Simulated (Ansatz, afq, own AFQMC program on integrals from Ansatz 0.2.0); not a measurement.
# AlBH2 (triplet): quantum Monte Carlo beside coupled cluster at distance B1–Al2 = 4.675 Å, cc-pVDZ

Aim: compute AlBH2 (triplet) with auxiliary-field quantum Monte Carlo on the same integrals as coupled cluster, and set the energies side by side.

The runs use Ansatz 0.2.0, Gaussian basis, and an in-house AFQMC program (afq) on its integrals; all values are calculated; cc-pVDZ, frozen cores.

Plan: PBE (unrestricted); r2SCAN (unrestricted); PBE0 (unrestricted); B3LYP (unrestricted); wB97M-V (unrestricted); B2PLYP (unrestricted); CCSD(T) on UHF; CCSDT(Q) on UHF; Phaseless AFQMC, CISD trial on UHF.

1 further run of the same task is left out (it didn't finish).

## (1) The system

The geometry derives from a PBE0/def2-TZVP stationary point (not a proven minimum). One bond is set to the value named and the two fragments are kept rigid.

4 atoms, charge 0, spin multiplicity 3.

Atoms are counted from 1 here; the program's logs count them from 0.

Bond lengths: Al2–H3 1.585 Å, Al2–H4 1.585 Å. Angles: H3–Al2–H4 125.9°.

Geometry (Å):

```
atom   x (Å)    y (Å)    z (Å)
  B1  0.0000   0.0000   3.4419
 Al2  0.0000   0.0000  -1.2331
  H3  0.0000  -1.4113  -1.9536
  H4  0.0000   1.4113  -1.9536
```

## (2) PBE (unrestricted)

Contents of in.yaml:

```yaml
crystal:
  periodic: [false, false, false]
  atoms:
    - {symbol: B, position_ang: [0.000000, 0.000000, 3.441870]}
    - {symbol: Al, position_ang: [0.000000, 0.000000, -1.233130]}
    - {symbol: H, position_ang: [0.000000, -1.411327, -1.953637]}
    - {symbol: H, position_ang: [0.000000, 1.411327, -1.953637]}
basis:
  gaussian: {orbitals: cc-pVDZ}
magnetization: {spin_polarized: true, initial_magnetization: 2}
hamiltonian: {xc: {name: PBE}}
output: {orbitals: {seedname: orbitals}}
```

Started as:

```sh
$ ansatz run in.yaml --threads 1 --pin off --events-out ev --progress --plain --max-ram 1382MiB
```

What it wrote:

```text
Functional definition: PBE
  name "PBE"
  cite "Perdew, Burke & Ernzerhof, Phys. Rev. Lett. 77, 3865 (1996) doi:10.1103/PhysRevLett.77.3865"
  parent pbe
  parameter kappa = 0.804
  parameter beta = 0.06672455060314922
  exchange = pbe_x(kappa = kappa, mu = beta*pi^2/3)
  correlation = pbe_c(beta = beta)
523 factors; their error is unknown
mean field evaluation 1: about -7292.2070 eV, gradient 9.7e0 eV
mean field evaluation 2: about -7290.0731 eV, gradient 1.3e1 eV
mean field evaluation 4: about -7293.1202 eV, gradient 1.2e0 eV
mean field evaluation 8: about -7293.1632 eV, gradient 3.0e-2 eV
mean field evaluation 16: about -7293.1296 eV, gradient 7.9e-5 eV
mean field evaluation 32: about -7287.8323 eV, gradient 1.1e1 eV
mean field evaluation 64: about -7293.1216 eV, gradient 3.1e-4 eV
mean field evaluation 96: about -7287.2961 eV, gradient 1.0e1 eV
mean field -7293.12958049 eV, -268.0175686222 hartree, gradient 5.2e-6 eV, S^2 2.003502; 13 other end points of the search recorded, 0 dependent functions left out
reference -7293.12962816 eV, -268.0175703740 hartree; 11, 9 occupied and 31, 33 virtual orbitals, 523 factors
Total energy: -7293.12962816 eV, -268.0175703740 hartree
```

It took 4.7 s on 1 thread of Intel Xeon Platinum 8488C (Sapphire Rapids), shared host.

From the report: ⟨S²⟩ of the determinant 2.004 (pure triplet: 2.00).

## (3) r2SCAN (unrestricted)

in.yaml: that of step 2 with these lines changed.

```diff
@@ -10,3 +10,2 @@
 magnetization: {spin_polarized: true, initial_magnetization: 2}
-hamiltonian: {xc: {name: PBE}}
-output: {orbitals: {seedname: orbitals}}
+hamiltonian: {xc: {name: r2SCAN}}
```

Same command.

What it wrote, cut to the lines that bear on the results:

```text
Functional definition: r2SCAN
  name "r2SCAN"
  cite "Furness, Kaplan, Ning, Perdew & Sun, J. Phys. Chem. Lett. 11, 8208 (2020) doi:10.1021/acs.jpclett.0c02405"
  cite "Furness, Kaplan, Ning, Perdew & Sun, J. Phys. Chem. Lett. 11, 9248 (2020) doi:10.1021/acs.jpclett.0c03077"
  parent r2scan
[...]
523 factors; their error is unknown
[...]
mean field -7296.99123396 eV, -268.1594817698 hartree, gradient 3.0e-6 eV, S^2 2.007991; 11 other end points of the search recorded, 0 dependent functions left out
reference -7296.99125143 eV, -268.1594824116 hartree; 11, 9 occupied and 31, 33 virtual orbitals, 523 factors
Total energy: -7296.99125143 eV, -268.1594824116 hartree
```

Wall time 8.5 s (1 thread of Intel Xeon Platinum 8488C (Sapphire Rapids), shared host).

From the report: ⟨S²⟩ of the determinant 2.008 (pure triplet: 2.00).

## (4) PBE0 (unrestricted)

in.yaml: that of step 3 with these lines changed.

```diff
@@ -10,2 +10,3 @@
 magnetization: {spin_polarized: true, initial_magnetization: 2}
-hamiltonian: {xc: {name: r2SCAN}}
+hamiltonian: {xc: {name: PBE0}}
+output: {orbitals: {seedname: orbitals}}
```

Launched as before.

What it wrote, cut to the lines that bear on the results:

```text
Functional definition: PBE0
  name "PBE0"
  cite "Adamo & Barone, J. Chem. Phys. 110, 6158 (1999) doi:10.1063/1.478522"
  cite "Perdew, Burke & Ernzerhof, Phys. Rev. Lett. 77, 3865 (1996) doi:10.1103/PhysRevLett.77.3865"
  parent pbe
[...]
399 factors; integrals over basis functions are off by at most 1.0e-3 eV
[...]
mean field -7294.09817266 eV, -268.0531637279 hartree, gradient 6.6e-6 eV, S^2 2.004532; 2 other end points of the search recorded, 0 dependent functions left out
reference -7294.09820841 eV, -268.0531650417 hartree; 11, 9 occupied and 31, 33 virtual orbitals, 399 factors
Total energy: -7294.09820841 eV, -268.0531650417 hartree
```

Run time: 2.2 s. Hardware: 1 thread of Intel Xeon Platinum 8488C (Sapphire Rapids), shared host.

From the report: ⟨S²⟩ of the determinant 2.005 (pure triplet: 2.00).

## (5) B3LYP (unrestricted)

in.yaml: that of step 4 with these lines changed.

```diff
@@ -10,3 +10,2 @@
 magnetization: {spin_polarized: true, initial_magnetization: 2}
-hamiltonian: {xc: {name: PBE0}}
-output: {orbitals: {seedname: orbitals}}
+hamiltonian: {xc: {name: B3LYP}}
```

Same command.

What it wrote, cut to the lines that bear on the results:

```text
Functional definition: B3LYP
  name "B3LYP"
  cite "Stephens, Devlin, Chabalowski & Frisch, J. Phys. Chem. 98, 11623 (1994) doi:10.1021/j100096a001"
  cite "Becke, Phys. Rev. A 38, 3098 (1988) doi:10.1103/PhysRevA.38.3098"
  cite "Lee, Yang & Parr, Phys. Rev. B 37, 785 (1988) doi:10.1103/PhysRevB.37.785"
  cite "Vosko, Wilk & Nusair, Can. J. Phys. 58, 1200 (1980) doi:10.1139/p80-159"
[...]
399 factors; integrals over basis functions are off by at most 1.0e-3 eV
[...]
mean field -7299.21675796 eV, -268.2412682682 hartree, gradient 3.5e-6 eV, S^2 2.004103; 2 other end points of the search recorded, 0 dependent functions left out
reference -7299.21703067 eV, -268.2412782901 hartree; 11, 9 occupied and 31, 33 virtual orbitals, 399 factors
Total energy: -7299.21703067 eV, -268.2412782901 hartree
```

Run time: 1.9 s. Hardware: 1 thread of Intel Xeon Platinum 8488C (Sapphire Rapids), shared host.

From the report: ⟨S²⟩ of the determinant 2.004 (pure triplet: 2.00).

## (6) wB97M-V (unrestricted)

in.yaml: that of step 5 with these lines changed.

```diff
@@ -10,2 +10,3 @@
 magnetization: {spin_polarized: true, initial_magnetization: 2}
-hamiltonian: {xc: {name: B3LYP}}
+hamiltonian: {xc: {name: wB97M-V}}
+output: {orbitals: {seedname: orbitals}}
```

The command is unchanged.

What it wrote, cut to the lines that bear on the results:

```text
Functional definition: wB97M-V
  name "wB97M-V"
  cite "Mardirossian & Head-Gordon, J. Chem. Phys. 144, 214110 (2016) doi:10.1063/1.4952647"
  cite "Becke, J. Chem. Phys. 107, 8554 (1997) doi:10.1063/1.475007"
  cite "Vydrov & Van Voorhis, J. Chem. Phys. 133, 244103 (2010) doi:10.1063/1.3521275"
  # Of w^i u^j: cxij and so on, Table III.
[...]
  gx(w, u) = 1 - cx + cx01*u + cx10*w
  gss(w, u) = css00 + css04*u^4 + css10*w + css20*w^2 + css43*w^4*u^3
  gos(w, u) = cos00 + cos10*w + (cos20 + cos21*u)*w^2 + (cos60 + cos61*u)*w^6
[...]
      + integral(e_c_pw_mod_opposite_spin*gos(b97_w_opposite, b97_u_opposite)) + vv10(b, c)
399 factors; integrals over basis functions are off by at most 1.0e-3 eV
152 factors; integrals over basis functions are off by at most 2.1e-5 eV
[...]
mean field -7297.28745830 eV, -268.1703678135 hartree, gradient 5.7e-6 eV, S^2 2.001472; 2 other end points of the search recorded, 0 dependent functions left out
reference -7297.28750820 eV, -268.1703696473 hartree; 11, 9 occupied and 31, 33 virtual orbitals, 399 factors
Total energy: -7297.28750820 eV, -268.1703696473 hartree
```

Run time: 8 s. Hardware: 1 thread of Intel Xeon Platinum 8488C (Sapphire Rapids), shared host.

From the report: ⟨S²⟩ of the determinant 2.001 (pure triplet: 2.00).

## (7) B2PLYP (unrestricted)

in.yaml: that of step 6 with these lines changed.

```diff
@@ -10,3 +10,3 @@
 magnetization: {spin_polarized: true, initial_magnetization: 2}
-hamiltonian: {xc: {name: wB97M-V}}
-output: {orbitals: {seedname: orbitals}}
+hamiltonian: {xc: {name: B2PLYP}}
+correlation: {electrons: outside_noble_gas}
```

Launched as before.

What it wrote, cut to the lines that bear on the results:

```text
Functional definition: B2PLYP
  name "B2PLYP"
  cite "Grimme, J. Chem. Phys. 124, 034108 (2006) doi:10.1063/1.2148954"
  cite "Becke, Phys. Rev. A 38, 3098 (1988) doi:10.1103/PhysRevA.38.3098"
  cite "Lee, Yang & Parr, Phys. Rev. B 37, 785 (1988) doi:10.1103/PhysRevB.37.785"
[...]
399 factors; integrals over basis functions are off by at most 1.0e-3 eV
[...]
mean field -7293.42175795 eV, -268.0283059458 hartree, gradient 7.5e-10 eV, S^2 2.006690; 4 other end points of the search recorded, 0 dependent functions left out
6 core orbitals not correlated: weight in the atoms' cores, before any rotation towards them, 1.000 or more for the frozen orbitals, at most 0.000 for the correlated occupied ones
reference -7293.42193050 eV, -268.0283122868 hartree; 5, 3 occupied and 31, 33 virtual orbitals, 399 factors
second order -3.26225148 eV of doubles, -0.00000000 eV of singles
Total energy: -7294.30273840 eV, -268.0606813801 hartree
```

Wall time 4.3 s (1 thread of Intel Xeon Platinum 8488C (Sapphire Rapids), shared host).

From the report: ⟨S²⟩ of the determinant 2.007 (pure triplet: 2.00).

## (8) CCSD(T) on UHF

in.yaml: that of step 7 with these lines changed.

```diff
@@ -10,3 +10,2 @@
 magnetization: {spin_polarized: true, initial_magnetization: 2}
-hamiltonian: {xc: {name: B2PLYP}}
-correlation: {electrons: outside_noble_gas}
+correlation: {method: ccsd_t, electrons: outside_noble_gas, hamiltonian_folder: ham}
```

The command is unchanged.

What it wrote, cut to the lines that bear on the results:

```text
Functional definition: HF
  name "HF"
  cite "Fock, Z. Phys. 61, 126 (1930) doi:10.1007/BF01340294"
  parent pbe
[...]
399 factors; integrals over basis functions are off by at most 1.0e-3 eV
[...]
mean field -7280.55204460 eV, -267.5553527037 hartree, gradient 9.2e-6 eV, S^2 2.010610; 22 other end points of the search recorded, 0 dependent functions left out
determinant -7280.55204460 eV, -267.5553527037 hartree, with singles and doubles -7284.20451177 eV, -267.6895783962 hartree
determinant -7280.54690801 eV, -267.5551639374 hartree, with singles and doubles -7284.19989232 eV, -267.6894086346 hartree
determinant -7280.47809962 eV, -267.5526352758 hartree, with singles and doubles -7284.13390994 eV, -267.6869838270 hartree
determinant -7278.88158134 eV, -267.4939643109 hartree, with singles and doubles -7282.72367724 eV, -267.6351587313 hartree
[...]
determinant -7280.55204460 eV, -267.5553527037 hartree, with singles and doubles -7284.20461863 eV, -267.6895823234 hartree
determinant -7280.54690801 eV, -267.5551639374 hartree, with singles and doubles -7284.19995523 eV, -267.6894109465 hartree
determinant -7280.47809962 eV, -267.5526352758 hartree, with singles and doubles -7284.13415654 eV, -267.6869928893 hartree
6 core orbitals not correlated: weight in the atoms' cores, before any rotation towards them, 1.000 or more for the frozen orbitals, at most 0.000 for the correlated occupied ones
reference -7280.55204460 eV, -267.5553527037 hartree; 5, 3 occupied and 31, 33 virtual orbitals, 399 factors
second order -2.52440653 eV of doubles, -0.00000000 eV of singles
cycle   1  -3.65256593 eV  change    8.1e-6 eV  update   4.2e-6
[...]
cycle   3  -3.65255434 eV  change    5.4e-6 eV  update   1.7e-6
perturbative correction -0.05230427 eV, -0.0019221466 hartree
Total energy: -7284.25690321 eV, -267.6915037464 hartree
```

Wall time 4.5 s (1 thread of Intel Xeon Platinum 8488C (Sapphire Rapids), shared host).

From the report: ⟨S²⟩ of the determinant 2.011 (pure triplet: 2.00); correlation -3.7049 eV; T1 0.013; largest double amplitude 0.13.

This run also writes the integrals to the folder ham.

## (9) CCSDT(Q) on UHF

in.yaml: that of step 8 with these lines changed.

```diff
@@ -10,2 +10,2 @@
 magnetization: {spin_polarized: true, initial_magnetization: 2}
-correlation: {method: ccsd_t, electrons: outside_noble_gas, hamiltonian_folder: ham}
+correlation: {method: ccsdt_q, electrons: outside_noble_gas}
```

The command is unchanged.

What it wrote, cut to the lines that bear on the results:

```text
Functional definition: HF
  name "HF"
  cite "Fock, Z. Phys. 61, 126 (1930) doi:10.1007/BF01340294"
  parent pbe
[...]
749 factors; integrals over basis functions are off by at most 1.6e-7 eV
[...]
mean field -7280.55210520 eV, -267.5553549306 hartree, gradient 4.1e-6 eV, S^2 2.010610; 22 other end points of the search recorded, 0 dependent functions left out
determinant -7280.55210520 eV, -267.5553549306 hartree, with singles and doubles -7284.20457439 eV, -267.6895806975 hartree
determinant -7280.54696380 eV, -267.5551659876 hartree, with singles and doubles -7284.19994986 eV, -267.6894107492 hartree
determinant -7280.47815687 eV, -267.5526373797 hartree, with singles and doubles -7284.13396806 eV, -267.6869859628 hartree
determinant -7278.88164422 eV, -267.4939666221 hartree, with singles and doubles -7282.72373917 eV, -267.6351610069 hartree
[...]
determinant -7280.55210520 eV, -267.5553549306 hartree, with singles and doubles -7284.20468104 eV, -267.6895846169 hartree
determinant -7280.54696380 eV, -267.5551659876 hartree, with singles and doubles -7284.20001269 eV, -267.6894130584 hartree
determinant -7280.47815687 eV, -267.5526373797 hartree, with singles and doubles -7284.13421329 eV, -267.6869949750 hartree
6 core orbitals not correlated: weight in the atoms' cores, before any rotation towards them, 1.000 or more for the frozen orbitals, at most 0.000 for the correlated occupied ones
reference -7280.55210520 eV, -267.5553549306 hartree; 5, 3 occupied and 31, 33 virtual orbitals, 749 factors
second order -2.52444207 eV of doubles, -0.00000000 eV of singles
cycle   1  -3.23738771 eV  change   -7.1e-1 eV  update   8.1e-2
[...]
cycle  27  -3.72760779 eV  change   -2.5e-7 eV  update   4.6e-7
perturbative correction -0.00053916 eV, -0.0000198136 hartree
Total energy: -7284.28025214 eV, -267.6923618038 hartree
```

It took 14 s on 1 thread of Intel Xeon Platinum 8488C (Sapphire Rapids), shared host.

From the report: ⟨S²⟩ of the determinant 2.011 (pure triplet: 2.00); correlation -3.7281 eV; T1 0.013; largest double amplitude 0.13.

## (10) Phaseless AFQMC, CISD trial on UHF

It reads the integrals that the CCSD(T) run on this determinant wrote.

Started as:

```sh
$ afq ham --method phaseless --trial cisd --walkers 60 --populations 1 --least-time 40 --time-step 0.005 --steps-per-block 50 --equilibration-blocks 40 --max-blocks 300 --target-error 0.00068 --factor-cut 1e-05 --start spin_pure --seed 6934 --release-times 0.24,0.51,0.99,1.62,2.4 --release-step 0.03 --release-every 4 --taylor-order 6
```

What it wrote:

```text
orbitals 36  electrons 5 3  factors 240 of 399
reference energy -267.55535270 Eh
CCSD correlation -0.13422862 Eh in 15 cycles, weight of the determinant in the CISD state 0.8863
energy of the start -267.689470 Eh
 block  time / (1/Eh)  mean weight  energy / Eh
     1     0.250  1.0011  -267.687993
     2     0.500  1.0005  -267.687853
     3     0.750  1.0006  -267.688478
     4     1.000  1.0010  -267.688866
     5     1.250  1.0006  -267.689407
     6     1.500  0.9996  -267.689549
     7     1.750  1.0009  -267.690223
     8     2.000  0.9983  -267.691248
     9     2.250  0.9998  -267.690428
    10     2.500  0.9997  -267.691292
    11     2.750  0.9988  -267.691690
    16     4.000  0.9997  -267.696542
    21     5.250  0.9999  -267.691310
    26     6.500  0.9998  -267.690394
    31     7.750  0.9997  -267.694064
    36     9.000  1.0008  -267.690219
    41    10.250  1.0004  -267.692133
    46    11.500  0.9992  -267.692163
    51    12.750  1.0014  -267.693245
    56    14.000  0.9994  -267.691217
    61    15.250  0.9996  -267.690879
    66    16.500  0.9993  -267.689321
    71    17.750  0.9988  -267.691364
    76    19.000  1.0018  -267.689826
    81    20.250  1.0008  -267.690818
    86    21.500  0.9992  -267.691231
    91    22.750  0.9998  -267.692223
    96    24.000  0.9984  -267.690532
   101    25.250  1.0008  -267.692645
   106    26.500  1.0008  -267.690864
   111    27.750  1.0002  -267.691341
   116    29.000  0.9983  -267.691612
   121    30.250  1.0004  -267.691907
   126    31.500  1.0008  -267.693449
   131    32.750  1.0012  -267.691413
   136    34.000  1.0026  -267.691672
   141    35.250  0.9998  -267.692307
   146    36.500  1.0017  -267.692762
   151    37.750  1.0002  -267.690666
   156    39.000  1.0008  -267.691664
   161    40.250  1.0015  -267.691353
   166    41.500  1.0027  -267.690364
   171    42.750  0.9999  -267.691001
   176    44.000  0.9990  -267.691315
   181    45.250  0.9995  -267.689628
   186    46.500  1.0007  -267.692919
   191    47.750  0.9998  -267.691647
   196    49.000  1.0017  -267.689376
blocks merged  error / Eh  count
     1  0.000101  160
     2  0.000126  80
     4  0.000143  40
     8  0.000169  20
    16  0.000148  10
released: time / (1/Eh)  energy / Eh  error  mean overlap
  0.24  -267.691930  0.000210  0.9903
  0.51  -267.691756  0.000211  0.9925
  0.99  -267.691636  0.000257  1.0146
  1.62  -267.691714  0.000293  1.0434
  2.40  -267.691876  0.000266  1.0666
energy -267.691665 +/- 0.000169 Eh
```

Wall time 2.8 min (1 thread of Intel Xeon Platinum 8488C (Sapphire Rapids), shared host).

Energy -7284.2613 ± 0.0046 eV. Caveats: constraint bias not in the error.

## (11) All levels side by side

On the UHF determinant, counted from CCSDT(Q) (a yardstick, not exact):

```
                                              level  energy (eV)  from CCSDT(Q) (kcal/mol)  statistical error (kcal/mol)     time
                                                 HF   -7280.5520                    +85.97                                       
                                                MP2   -7283.0765                    +27.76                                       
                                               CCSD   -7284.2046                     +1.74                                       
                                            CCSD(T)   -7284.2569                     +0.54                                       
                                           CCSDT(Q)   -7284.2803                      0.00                                       
Phaseless AFQMC, CISD trial, step 0.005, 60 walkers   -7284.2613                     +0.44                          0.11  2.8 min
```

The functionals' totals stand on their own zeros and serve differences with other points: PBE -7293.130 eV; r2SCAN -7296.991 eV; PBE0 -7294.098 eV; B3LYP -7299.217 eV; wB97M-V -7297.288 eV; B2PLYP -7294.303 eV.

## (12) Outcome

```
                                        quantity                  value
                    CCSD(T) on UHF from CCSDT(Q)         +0.54 kcal/mol
Phaseless AFQMC, CISD trial on UHF from CCSDT(Q)  +0.44 ± 0.11 kcal/mol
```

In words: On UHF the phaseless walk with the CISD trial lies +0.44 kcal/mol from CCSDT(Q), 4 times its error bar. Error bars are statistical and leave out the constraint, the time step and what remains of the start.
